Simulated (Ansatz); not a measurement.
# As2S2: the cost of one run

Computed with Ansatz 0.2.0, Gaussian basis. Level: RKS PBE0-D4/def2-TZVP.

Levels to be run: a single point at PBE0-D4/def2-TZVP; harmonic vibrations at r2SCAN-D4/def2-SVP.

2 further runs of the same task are left out: 2 set aside as unsound or not needed. Runs told in other sessions of the task aren't counted.

### Step 1. The geometry

The singlet was relaxed beforehand with r2SCAN-D4/def2-SVP. At that level it is the lowest of the isomers that a small search found.

4 atoms, charge 0, spin multiplicity 1.

Atoms are counted from 1 here; the program's logs count them from 0.

Bond lengths: As1–As2 2.338 Å, As1–S3 2.305 Å, As1–S4 2.305 Å, As2–S3 2.305 Å, As2–S4 2.305 Å. Angles: As2–As1–S3 59.5°, As2–As1–S4 59.5°, S3–As1–S4 88.8°, As1–As2–S3 59.5°, As1–As2–S4 59.5°, S3–As2–S4 88.8°, As1–S3–As2 60.9°, As1–S4–As2 60.9°.

Coordinates:

```mol
As2S2
  3D, bonds by distance, orders not assigned

  4  5  0  0  0  0  0  0  0  0999 V2000
   -0.0149    0.0208    1.3045 As  0  0
   -1.0182    0.1414   -0.8036 As  0  0
    0.2770   -1.6760   -0.2280 S   0  0
    0.7560    1.5139   -0.2729 S   0  0
  1  2  8  0
  1  3  8  0
  1  4  8  0
  2  3  8  0
  2  4  8  0
M  END
```

Bonds by kind at the end (by distance):

```
 bond  count  shortest (Å)  longest (Å)
 As–S      4         2.305        2.305
As–As      1         2.338        2.338
```

### Step 2. Single point, PBE0-D4/def2-TZVP

start.molden holds the orbitals of an earlier run on this state, given as this run's starting guess.

Input file in.yaml:

```yaml
crystal:
  periodic: [false, false, false]
  atoms:
    - {symbol: As, position_ang: [-0.014889, 0.020764, 1.304547]}
    - {symbol: As, position_ang: [-1.018162, 0.141408, -0.803640]}
    - {symbol: S, position_ang: [0.277004, -1.676036, -0.228014]}
    - {symbol: S, position_ang: [0.756047, 1.513865, -0.272883]}
basis:
  gaussian: {orbitals: def2-TZVP, initial_orbitals: start.molden}
hamiltonian: {xc: pbe0, dispersion: d4}
scf: {omitted_lower_state_checks: [starts]}
output: {orbitals: {seedname: orbitals}}
```

Launch:

```bash
$ ansatz run in.yaml --threads 4 --pin off --events-out ev --progress --plain --max-ram 4787MiB
```

Q: Estimate wall time and peak memory on 4 threads of Arm Neoverse N1, shared host.

About 5.5 s, with a peak of 0.6 GiB.
